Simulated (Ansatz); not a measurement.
## Basis or method: atomization of AsH$_{2}$

AsH2, doublet; coordinates (Å): As 0.000 -0.028 0.000; H 0.000 1.044 -1.086; H 0.000 1.044 1.086. Quantity: atomization.

Ansatz 0.2.0, basis aug-cc-pVDZ or cc-pVDZ or cc-pVTZ; geometries are PBE0/def2-TZVP minima. Wave-function levels freeze the cores with the filled d shells of p-block atoms; HF, MP2 and coupled cluster are restricted for singlets and unrestricted otherwise, atoms included (their steps beyond CCSDT(Q) come from restricted open-shell runs), restricted open-shell where a d shell is frozen, Kohn–Sham unrestricted where that lies lower. MRCISD+Q stands on CASSCF in the full valence space, and MRCISD+Q is size-consistent only roughly. The reference is CCSDT(Q) or full CI (coupled cluster only where its series has nearly closed). Semilocal and hybrid functionals correlate all electrons outside any core potential and usually lie nearer their basis limit than the reference, so part of their error here is the reference's basis and frozen-core error; RPA and the MP2 part of double hybrids freeze the same cores as the reference. None of these values is a measured one. Energies are electronic, without zero-point terms. No spin–orbit coupling and no scalar relativity. The species are chosen: bound, without strong static correlation by their natural occupations or amplitudes, in their lowest spin state as far as vertical gaps and like structures tell, and with a ladder that closes on the reference, so errors are smaller than for species at large; levels whose determinant breaks symmetry or spin markedly are left out.

```tsv
level	cc-pVDZ (kcal/mol)	aug-cc-pVDZ (kcal/mol)	cc-pVTZ (kcal/mol)
reference	126.2 (full CI)	128.9 (full CI)	135.0 (CCSDT(Q))
CCSD(T)	126.0	128.7	134.9
CCSDT	126.2	128.9	135.0
MRCISD+Q	125.5	128.1	134.8
PBE	139.0	138.6	140.5
PBE0	136.8	136.7	138.3
B3LYP	142.4	142.2	144.4
RPA-PBE	129.9	130.0	135.9
```

From cc-pVDZ to cc-pVTZ the reference moves by 8.8 kcal/mol and PBE by 1.5; the step from CCSD(T) to the reference is 0.2 in the first and 0.2 in the last.
